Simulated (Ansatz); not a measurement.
How far each method lies from full CI for SbH2⁺, triplet

Geometry: a point of a breathe scan, not a stationary point.

```xyz
3

Sb    0.0000   -0.0174    0.0000
H     0.0000    1.0519   -1.8757
H     0.0000    1.0519    1.8757
```

Basis def2-SVP with its core potentials; Ansatz 0.2.0. Only valence electrons are correlated (noble-gas cores and the filled d shells of p-block atoms frozen), which leaves 6 electrons in 27 orbitals. Prefix R: restricted or restricted open-shell reference; prefix U: unrestricted. Active spaces: pair = (4e, 4o) about the gap; valence = (6e, 6o) chosen from the atoms' valence shells. No spin–orbit coupling is included; scalar relativity enters through the core potentials alone.

Full CI is exact within this basis and frozen core; it isn't the basis-set limit. The frozen core follows each run's orbitals, which can shift R against U totals by a few meV for light atoms and by up to 0.1 eV past Ca.

For open shells CISD is restricted-active-space CI with the open shells as a complete middle space.

* UHF ⟨S²⟩: 2.165
* T1 diagnostic (RCCSD): 0.0292
* largest doubles amplitude (RCCSD): 0.149

| level | E − E(full CI) (mEh) | share of correlation (%) | wall time |
| --- | --- | --- | --- |
| RHF | 114.66 | 0.00 | – |
| RMP2 | 34.97 | 69.50 | – |
| CISD | 9.32 | 91.87 | 3.5 s |
| RCCSD | 5.92 | 94.84 | – |
| RCCSD(T) | 1.79 | 98.44 | 11 s |
| BCCD(T) | 1.73 | 98.49 | 12 s |
| RCCSDT | 0.16 | 99.86 | – |
| RCCSDT(Q) | 0.01 | 99.99 | 21 s |
| CASSCF (valence space) | 50.40 | 56.05 | – |
| NEVPT2 (valence space) | 12.36 | 89.22 | 6 s |
| NEVPT4(SD) (valence space) | 1.26 | 98.90 | 6.5 s |
| MRCISD (valence space) | 1.83 | 98.41 | – |
| MRCISD+Q (valence space) | 0.05 | 99.96 | 6.5 s |

The correlation energy at full CI, counted from RHF, is -3.120 eV. That run took 33 s on 1 thread of Intel Xeon, shared host over 2,129,664 determinants.

Run but not shown, since their state or frozen core can't be matched to the reference's or they repeat it: UHF, UMP2, UCCSD, UCCSD(T), UCCSDT, UCCSDT(Q), CASSCF (pair space), NEVPT2 (pair space), MRCISD (pair space), MRCISD+Q (pair space).

Times hold each run's SCF and search for its determinant on a shared host, so for small cases they say little of a method's own cost; they ran on 1 thread of Intel Xeon.

The full-CI state has the irrep B1 of C2v, in the program's axes.

Natural occupations of full CI about the gap: 1.945 1.837 1.003 0.990 0.098 0.077 0.008 0.008 0.008 0.007; effectively unpaired electrons, Σ n²(2−n)², 2.16.
